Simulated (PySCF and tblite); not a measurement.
The numbers below are computed, except where a source is named.
C₃H₆O₂, numbered as in [CH2:1]1[CH2:2][O:3][CH2:4][O:5]1.

The ensemble was built from 60 distance-geometry starts (ETKDG and KDG, MMFF94s, GFN2-xTB) and rests on GFN2-xTB geometries. Energies: TPSS-D3(BJ)/def2-TZVP, with GFN2-xTB thermal terms (modes under about 100 cm⁻¹ blended into free rotors). Symmetry numbers and mirror images are counted. Conformers within 3 kcal/mol (GFN2-xTB free energy) were kept, 10 at most. Couplings: B3LYP/pcJ-1 (gas phase; spin-dipole term only for pairs with B, N, F, Si or P). Couplings are for ¹³C, ¹H, ¹⁷O; a prime marks the second kind of pair between the same two sets of atoms. (PySCF 2.14, tblite 0.8.)

The 5-ring runs over atoms 1–2–3–4–5.

| conformer | shape | weight % |
| --- | --- | --- |
| 1 | 5-ring envelope (ring torsions 22, -37, 37, -22, 0°) | 100.0 |

Give the couplings in each conformer and the averages at 298.15 K (pairs that fast motion interchanges averaged).


| coupling | pairs | 1 | average (Hz) |
| --- | --- | --- | --- |
| ¹J(C1,C2) | 1 | 31.9 | 31.9 |
| ²J(C1,O3) | 2 | -0.4 | -0.4 |
| ¹J(C1,O5) | 2 | 22.5 | 22.5 |
| ¹J(C1,H1) | 4 | 153.5 | 153.5 |
| ²J(C1,H2) | 4 | 0.3 | 0.3 |
| ³J(C1,H4) | 4 | 5.5 | 5.5 |
| ¹J(O3,C4) | 2 | 26.9 | 26.9 |
| ³J(H1,O3) | 4 | -0.5 | -0.5 |
| ²J(H2,O3) | 4 | -8.7 | -8.7 |
| ²J(O3,H4) | 4 | -9.3 | -9.3 |
| ³J(H1,C4) | 4 | 3.0 | 3.0 |
| ¹J(C4,H4) | 2 | 167.9 | 167.9 |
| ²J(H1,H1) | 2 | -7.3 | -7.3 |
| ³J(H1,H2) | 2 | 6.1 | 6.1 |
| ³J(H1,H2′) | 2 | 10.0 | 10.0 |
| ⁴J(H1,H4) | 4 | -0.8 | -0.8 |
| ²J(H4,H4) | 1 | -1.7 | -1.7 |
